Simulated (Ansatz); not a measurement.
The first iterations of a band of CH2BSi (5 atoms, charge 0, multiplicity 2).

These are results of UKS r2SCAN-D4/STO-3G (Ansatz 0.2.0), not measurements.

```yaml
movable_images: 5
climbing_image: yes
spring: 5.0 eV/Å²
optimiser: lbfgs
start_path: through a guess of the saddle point
force_threshold: 0.05 eV/Å
iteration_limit: 51
end_points: relaxed
```

Image 0:

```xyz
5
Properties=species:S:1:pos:R:3
B 0.539 -0.329 0.343
Si 1.918 -1.169 1.219
C -0.510 0.311 -0.324
H -1.173 -0.183 -1.050
H -0.774 1.370 -0.188
```

Image 6:

```xyz
5
Properties=species:S:1:pos:R:3
B 1.543 -0.739 1.197
Si 0.125 -0.539 -0.152
C -0.688 0.949 -0.273
H -0.441 -1.615 -0.947
H -0.540 1.944 0.176
```

| iteration | highest image above the first end (eV) | largest band force component (eV/Å) |
| --- | --- | --- |
| 1 | 117.784 | 211.271 |
| 2 | 46.438 | 77.966 |
| 3 | 28.292 | 56.423 |
| 4 | 11.798 | 26.108 |
| 5 | 7.074 | 9.418 |
| 6 | 6.992 | 4.055 |
| 7 | 6.769 | 3.908 |
| 8 | 6.083 | 3.109 |
| 9 | 5.465 | 2.296 |
| 10 | 5.630 | 3.710 |
| 11 | 5.681 | 2.441 |
| 12 | 5.825 | 2.964 |
| 13 | 5.863 | 1.005 |
| 14 | 5.945 | 1.755 |
| 15 | 5.972 | 1.032 |
| 16 | 6.009 | 1.109 |
| 17 | 6.010 | 1.110 |

Q: Does the band converge within its limit, and where does its top end?

A: It did not converge within its limit. It ended after 51 iterations with the highest image 6.549 eV above the first end. The band didn't meet its force threshold, so its energies are provisional: the largest band force was still 1.23 eV/Å, and over the last iterations the top stayed at 6.55 eV. Neighbouring images lie up to 1.7 Å apart, so the band is torn or far too coarse. Limits of this set-up: minimal basis.

Time of the run: 12 min on 1 thread of Intel(R) Xeon(R) Platinum 8259CL CPU @ 2.50GHz (Skylake/Cascade Lake), on a shared host, peak memory 0.14 GiB.
